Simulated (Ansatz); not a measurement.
## Redistribution: C3H5F3 + C2H4ClF → C2H2F4 + C3H7Cl

Species: C3H5F3 (1,1,1-trifluoropropane) `CCC(F)(F)F`, singlet; C2H4ClF `FCCCl`, singlet; C2H2F4 (norflurane) `FCC(F)(F)F`, singlet; C3H7Cl (1-chloropropane) `CCCCl`, singlet. The partners trade CH3 for F; both sit on C, so the bond types are kept.

Shapes, held fixed at every level: PBE0-D4/def2-TZVP. Flexible molecules stand in one conformer, not always the lowest. Programs: Ansatz 0.2.0. The zero-point and thermal change to 298 K, harmonic and unscaled (PBE0-D4/def2-TZVP), is -0.1 kJ/mol.

(1) Estimate ΔH(298 K) of this reaction.

Answers

(1) The highest level, CCSD(T)/CBS estimate, gives ΔH(298 K) = +20.1 kJ/mol; the levels span +18.6 to +21.0. The column of differences is taken from that level and isn't an error. No measured value is set beside it here. The CBS estimate extrapolates MP2 from def2-TZVPP and def2-QZVPP and adds CCSD(T) − MP2 in the triple-zeta set, cores frozen. Times are processor times on shared x86 and Arm servers, and rough.

| level | kind | ΔH(298 K) (kJ/mol) | less CCSD(T)/CBS estimate | CPU time (sum over the molecules) |
| --- | --- | --- | --- | --- |
| PBE-D4/def2-TZVPP | GGA | +19.0 | -1.1 | 22 s |
| BHLYP-D4/def2-TZVPP | global hybrid | +20.5 | +0.4 | 24 s |
| r2SCAN0-D4/def2-TZVPP | global hybrid | +20.7 | +0.6 | 37 s |
| wB97M-V/def2-TZVPP | range-separated hybrid | +21.0 | +0.9 | 82 s |
| MP2/def2-TZVPP | perturbation theory | +18.8 | -1.3 | – |
| CCSD/def2-SVP | coupled cluster or CI | +18.6 | -1.5 | – |
| CCSD(T)/CBS estimate | coupled cluster or CI | +20.1 | 0.0 | 15 min |
